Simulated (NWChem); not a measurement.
# H2P in NWChem

```xyz
3

P      0.0000     0.0000     0.1196
H      1.0289     0.0000    -0.8970
H     -1.0289     0.0000    -0.8970
```
Charge 0, spin multiplicity 2.

The numbers come from NWChem runs, not from measurements. All single points use one geometry, from UPBE/def2-SVP, a minimum by its harmonic frequencies.

B3LYP has NWChem's definition, with VWN1-RPA local correlation. The structure started from a generated list of species. The unpaired electrons of the parent sit in orbitals of symmetry b2 (C2v labels of the run); other states weren't searched. The stability of the SCF solutions was not checked.

Worked example. At B3LYP/def2-TZVP the molecule has a total energy of -342.53668 Ha and the free atoms (multiplicities P 4, H 2) P -341.28059, H -0.50215 Ha. The electronic atomisation energy is the atoms' sum less the molecule's energy.

1·(-341.28059) + 2·(-0.50215) = -342.28489 Ha for the atoms; less the molecule's energy this leaves 0.25179 Ha, or 158.0 kcal/mol (661 kJ/mol), without zero-point, thermal or spin-orbit terms.
